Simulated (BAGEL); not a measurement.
# AlCl (aluminium monochloride): HF/STO-3G (density fitting with qzvpp-jkfit)

What is the energy change on altering one bond length of AlCl (aluminium monochloride) at HF/STO-3G (density fitting with qzvpp-jkfit)? 

The results are computed with BAGEL 1.2.2.

3 further runs of the same task are left out: 3 set aside as unsound or not needed.

### 1 The molecule

AlCl has 2 atoms, charge 0, and is taken as a singlet. SMILES: `[Al][Cl]`. Geometry: the measured bond length.

Bond lengths: Al1–Cl2 2.130 Å.

### 2 The energy at HF/STO-3G (density fitting with qzvpp-jkfit)

input.json reads:

```json
{ "bagel" : [

{
  "title" : "molecule",
  "basis" : "sto-3g",
  "df_basis" : "qzvpp-jkfit",
  "angstrom" : true,
  "geometry" : [
    { "atom" : "Al", "xyz" : [    0.000000,    0.000000,    0.000000 ] },
    { "atom" : "Cl", "xyz" : [    0.000000,    0.000000,    2.130113 ] }
  ]
},
{
  "title" : "hf"
},
{
  "title" : "print",
  "file" : "orbitals.molden",
  "orbitals" : true
}

]}
```

Started as:

```bash
$ BAGEL_NUM_THREADS=1 BAGEL input.json > input.out
```

Log:

```text
* using 1 threads per process

  ===============================================================
  ===============================================================

  *** Geometry ***

  { "atom" : "Al", "xyz" : [      0.000000,      0.000000,      0.000000 ] },
  { "atom" : "Cl", "xyz" : [      0.000000,      0.000000,      4.025330 ] },

  Number of auxiliary basis functions:      256

  Since a DF basis is specified, we compute 2- and 3-index integrals:
    o Being stored without compression. Storage requirement is 0.001 GB

  Number of basis functions:       18
  Number of electrons      :       30

    * METHOD: MOLECULE                             0.04

  *** RHF ***

  === Nuclear Repulsion ===
    54.9023284483

      * DIIS with orbital gradients will be used.

  === RHF iteration (sto-3g) ===
      0       -693.62649145          0.01177270           0.00
      1       -693.65675113          0.00142030           0.00
      2       -693.65708220          0.00026517           0.00
      3       -693.65710414          0.00007240           0.00
      4       -693.65710580          0.00000958           0.00
      5       -693.65710582          0.00000024           0.00
      6       -693.65710582          0.00000003           0.00
      7       -693.65710582          0.00000000           0.00
    * SCF iteration converged.

    * Permanent dipole moment:
           (    0.000000,     0.000000,     1.691233) a.u.

    * METHOD: HF                                   0.06

    * METHOD: PRINT                                0.00

  ===============================================================
```

Wall time 0.22 s (1 thread of Arm Neoverse V1, shared host).

### 3 The distorted shape

calc.json reads:

```json
{ "bagel": [

{
  "title": "molecule",
  "basis": "sto-3g",
  "df_basis": "qzvpp-jkfit",
  "angstrom": "true",
  "geometry": [
    { "atom": "Al", "xyz": [    0.000000,    0.000000,   -1.065087 ] },
    { "atom": "Cl", "xyz": [    0.000000,    0.000000,    2.130113 ] }
  ]
},
{ "title": "hf" },
{ "title": "print", "file": "orbitals.molden", "orbitals": "true" }

]}
```

Started as:

```bash
$ BAGEL_NUM_THREADS=1 BAGEL calc.json > calc.out
```

Log:

```text
* using 1 threads per process

  ===============================================================
  ===============================================================

  *** Geometry ***

  { "atom" : "Al", "xyz" : [      0.000000,      0.000000,     -2.012723 ] },
  { "atom" : "Cl", "xyz" : [      0.000000,      0.000000,      4.025330 ] },

  Number of auxiliary basis functions:      256

  Since a DF basis is specified, we compute 2- and 3-index integrals:
    o Being stored without compression. Storage requirement is 0.001 GB

  Number of basis functions:       18
  Number of electrons      :       30

    * METHOD: MOLECULE                             0.04

  *** RHF ***

  === Nuclear Repulsion ===
    36.6012029163

      * DIIS with orbital gradients will be used.

  === RHF iteration (sto-3g) ===
      0       -693.53084150          0.00984060           0.00
      1       -693.55092134          0.00250413           0.00
      2       -693.55311427          0.00062043           0.00
      3       -693.55322763          0.00007099           0.00
      4       -693.55322973          0.00001465           0.00
      5       -693.55322984          0.00000206           0.00
      6       -693.55322984          0.00000026           0.00
      7       -693.55322984          0.00000002           0.00
      8       -693.55322984          0.00000000           0.00
    * SCF iteration converged.

    * Permanent dipole moment:
           (    0.000000,     0.000000,     4.885834) a.u.

    * METHOD: HF                                   0.06

    * METHOD: PRINT                                0.00

  ===============================================================
```

Wall time 0.22 s (1 thread of Arm Neoverse V1, shared host).

### 4 Outcome

At HF/STO-3G (density fitting with qzvpp-jkfit):

```
                                                           quantity          value
                                          first shape: total energy  -693.65711 Eh
                                         first shape: dipole moment         4.30 D
                                           first shape: HOMO energy       -5.93 eV
                                           first shape: LUMO energy        8.67 eV
                                         first shape: HOMO–LUMO gap       14.61 eV
                                      distorted shape: total energy  -693.55323 Eh
                                     distorted shape: dipole moment        12.42 D
                                       distorted shape: HOMO energy       -4.20 eV
                                       distorted shape: LUMO energy        5.83 eV
                                     distorted shape: HOMO–LUMO gap       10.03 eV
energy change with the Al1–Cl2 bond stretched from 2.130 to 3.195 Å       2.827 eV
```

In words: With the Al1–Cl2 bond stretched from 2.130 to 3.195 Å the energy rises by 2.83 eV (65 kcal/mol). The first shape isn't relaxed at this level, so the change isn't measured from a minimum. The minimal basis adds a large error of its own.
